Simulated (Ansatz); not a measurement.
# CCSDT/6-31G(d) (spherical functions) run of AlH3 (SMILES [AlH3])

Aim: the energy change on altering one bond length of AlH3 at CCSDT/6-31G* (spherical functions), from 2 runs. 

Program for the calculation: Ansatz 0.2.0.

74 further runs of the same task are left out: 3 that didn't finish, 71 set aside as unsound or not needed.

## 1. The structure to begin with

AlH3 has 4 atoms, charge 0, and is taken as a singlet. SMILES: `[AlH3]`. The coordinates come from a PBE0-D4/def2-TZVP relaxation.

Bond lengths: Al1–H2 1.586 Å, Al1–H3 1.586 Å, Al1–H4 1.586 Å. Angles: H2–Al1–H3 120.0°, H2–Al1–H4 120.0°, H3–Al1–H4 120.0°.

## 2. A single-point energy at CCSDT/6-31G(d) (spherical functions)

Contents of run.yaml:

```yaml
crystal:
  periodic: [false, false, false]
  atoms:
    - {symbol: Al, position_ang: [0.013700, -0.014800, -0.005100]}
    - {symbol: H, position_ang: [0.633200, 0.670900, 1.283600]}
    - {symbol: H, position_ang: [-1.340800, -0.832000, 0.105100]}
    - {symbol: H, position_ang: [0.749400, 0.115700, -1.403900]}
basis:
  gaussian:
    orbitals: 6-31G_st_-spherical.json
accuracy: high
scf:
  omitted_lower_state_checks: [cluster_reference, increment]
correlation:
  method: ccsdt
  frozen_orbitals: {Al: 5, H: 0}
```

The basis set 6-31G* is read from a file made from the Basis Set Exchange's data (not shown).

The run is started by

```sh
ansatz run run.yaml --threads 1 --pin off --max-ram 2610MiB --events-out events.jsonl --progress --plain --runs-dir runs
```

Log, shortened:

```text
Warning: RAYON_NUM_THREADS=1 ignored (pool sized by the plan → 1); use --threads N
Functional definition: HF
  name "HF"
[...]
453 factors; integrals over basis functions are off by at most 3.6e-9 eV
[...]
mean field -6629.11479712 eV, -243.6154754186 hartree, gradient 1.3e-8 eV, S^2 0.000000; 0 other end points of the search recorded, 0 dependent functions left out
5 core orbitals not correlated: weight in the atoms' cores, before any rotation towards them, 1.000 or more for the frozen orbitals, at most 0.000 for the correlated occupied ones
reference -6629.11479712 eV, -243.6154754186 hartree; 3, 3 occupied and 16, 16 virtual orbitals, 453 factors
second order -1.43744380 eV of doubles, -0.00000000 eV of singles
cycle   1  -1.78627590 eV  change   -3.5e-1 eV  update   5.1e-2
[...]
cycle  21  -1.98827962 eV  change   2.3e-10 eV  update  1.0e-10
Total energy: -6631.10307673 eV, -243.6885433468 hartree
Checks for a lower state left out: cluster_reference, increment
```

Run time: 0.3 s. Hardware: 1 thread of Arm Neoverse V2, shared host.

## 3. The distorted shape

Contents of run.yaml:

```yaml
crystal:
  periodic: [false, false, false]
  atoms:
    - {symbol: Al, position_ang: [0.352327, 0.189501, -0.032650]}
    - {symbol: H, position_ang: [0.971827, 0.875201, 1.256050]}
    - {symbol: H, position_ang: [-1.340800, -0.832000, 0.105100]}
    - {symbol: H, position_ang: [1.088027, 0.320001, -1.431450]}
basis:
  gaussian: {orbitals: 6-31G_st_-spherical.json}
accuracy: high
total_charge: 0
scf: {omitted_lower_state_checks: [cluster_reference, increment]}
correlation: {method: ccsdt, frozen_orbitals: {Al: 5, H: 0}}
```

The basis set 6-31G* is read from a file made from the Basis Set Exchange's data (not shown).

The run is started by

```sh
ansatz run run.yaml --threads 1 --pin off --max-ram 2610MiB --events-out events.jsonl --progress --plain --runs-dir runs
```

Log, shortened:

```text
Warning: RAYON_NUM_THREADS=1 ignored (pool sized by the plan → 1); use --threads N
[... 2 set-up lines as earlier in the session ...]
[...]
453 factors; integrals over basis functions are off by at most 3.6e-9 eV
[...]
mean field -6628.38115111 eV, -243.5885144250 hartree, gradient 5.0e-8 eV, S^2 0.000000; 0 other end points of the search recorded, 0 dependent functions left out
5 core orbitals not correlated: weight in the atoms' cores, before any rotation towards them, 1.000 or more for the frozen orbitals, at most 0.000 for the correlated occupied ones
reference -6628.38115111 eV, -243.5885144250 hartree; 3, 3 occupied and 16, 16 virtual orbitals, 453 factors
second order -1.48850221 eV of doubles, -0.00000000 eV of singles
cycle   1  -1.86522003 eV  change   -3.8e-1 eV  update   5.9e-2
[...]
cycle  21  -2.12073656 eV  change  -1.6e-11 eV  update  4.5e-10
Total energy: -6630.50188767 eV, -243.6664500562 hartree
Checks for a lower state left out: cluster_reference, increment
```

Wall time 0.3 s (1 thread of Arm Neoverse V2, shared host).

## 4. Outcome

Level: CCSDT/6-31G* (spherical functions), 5 core orbitals frozen.

```
                                                          quantity          value
                                         first shape: total energy  -243.68854 Eh
          first shape: correlation energy (5 core orbitals frozen)      -73.1 mEh
                                        first shape: T1 diagnostic          0.013
                                     distorted shape: total energy  -243.66645 Eh
      distorted shape: correlation energy (5 core orbitals frozen)      -77.9 mEh
                                    distorted shape: T1 diagnostic          0.016
energy change with the Al1–H3 bond stretched from 1.586 to 1.982 Å       0.601 eV
```

What this shows: With the Al1–H3 bond stretched from 1.586 to 1.982 Å the energy rises by 0.60 eV (58.0 kJ/mol). The first shape isn't relaxed at this level, so the change isn't measured from a minimum.
